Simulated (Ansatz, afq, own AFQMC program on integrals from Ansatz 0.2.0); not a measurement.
**Where AFQMC and coupled cluster stand for H3S⁺, singlet**

```xyz
4

S     0.0000   -0.0391    0.0000
H     0.0000    1.3184    0.0000
H     0.0000   -0.0372    1.5201
H     0.0000   -0.0372   -1.5201
```

Basis 6-31G. Noble-gas cores (and the filled d shells of Ga–Kr and In–Xe) are frozen. Integrals, coupled cluster, full CI and functionals: Ansatz 0.2.0; the random walks run on the same integrals in our own AFQMC program. ph-AFQMC/CISD is guided by a CISD state made of CCSD amplitudes; releasing the constraint for a short imaginary time cuts its bias at the price of noise, slowly where states lie close. Free projection: walkers drawn from exp(T), propagated without any constraint. Its projection time is finite, and what remains of the start isn't in its error. ± is one standard error of the sampling.

Determinant: RHF, the one that the program's search chose, which needn't be the lowest solution. The geometry is a PBE0/def2-TZVP stationary point of this or a neighbouring charge and spin state.

Full CI on the same integrals is exact in this basis and with this determinant's frozen core.

Cautions: the released energies rise steadily instead of settling, so no released level is given (meV from the phaseless value at times in 1/Eh: -3 ± 4 at 0.24, -9 ± 4 at 0.51, -5 ± 3 at 0.99, 1 ± 4 at 1.62, 3 ± 3 at 2.40), though the last usable value meets full CI within the noise.

```
T1 diagnostic                               : 0.0123
weight of the determinant in the CISD state : 0.935
size of the correlated space                : 8 electrons in 14 orbitals
```

| level | correlation energy (eV) |
| --- | --- |
| MP2 | -1.8545 |
| CCSD | -2.4044 |
| CCSD(T) | -2.4307 |

(1) Estimate where free-projection AFQMC lies against CCSD(T) on the same integrals.

(1) 0.29 ± 0.09 mEh below CCSD(T).

Reference: full CI, correlation energy -2.440 eV.

| level | E − E(reference) (mEh) | share of correlation (%) |
| --- | --- | --- |
| CCSD(T) | 0.33 | 99.63 |
| CCSDT | 0.06 | 99.93 |
| CCSDT(Q) | 0.01 | 99.99 |
| CCSDTQ | 0.00 | 100.00 |
| ph-AFQMC/CISD | 0.06 ± 0.09 | 99.94 |
| free AFQMC | 0.04 ± 0.09 | 99.95 |

CCSDT and higher add their correlation energy to the determinant of the CCSD(T) run, since their own runs factorise the integrals more tightly (a shift of under 2 meV). Free projections are given only where their last times agree within the noise and don't stop above the reference; a slow remainder of the start can still hide under it. A walk keeps the symmetry of its determinant, which the program's search chose and which needn't be the lowest solution, so a lower state of the same spin and another symmetry isn't excluded.
